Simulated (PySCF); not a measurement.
# Gas-phase thermal properties of SiHF

Method: PySCF energies (xtb for GFN2) plus ideal-gas RRHO corrections (1 bar). 6-31G* has spherical d functions here. All species are closed-shell singlets. B3LYP is the form with VWN-RPA correlation. SiHF: computed as isolated molecules; such fragments, hydroxides, amides, oligomers or adducts are transient or little studied in the gas. The harmonic model lacks anharmonicity and excited electronic states, which grow with temperature; levels with a mode under 35 cm⁻¹ are left out.

```csv
level,point group,σ,ZPE (kJ/mol),S°298 (J/mol/K),Cp298 (J/mol/K),S°1000 (J/mol/K),H1000 − H298 (kJ/mol)
B3LYP/6-31G*,Cs,1,22.2,239.2,37.9,294.0,32.8
GFN2-xTB,Cs,1,21.8,239.7,39.3,295.5,33.3
HF/6-31G*,Cs,1,24.2,238.5,37.0,292.1,32.1
PBE/def2-SVP,Cs,1,21.3,239.8,38.4,295.2,33.2
PBE0/def2-TZVP,Cs,1,22.0,239.1,38.0,294.1,32.9
```
σ: rotational symmetry number. Electronic degeneracy used: 1. Frequencies are unscaled.
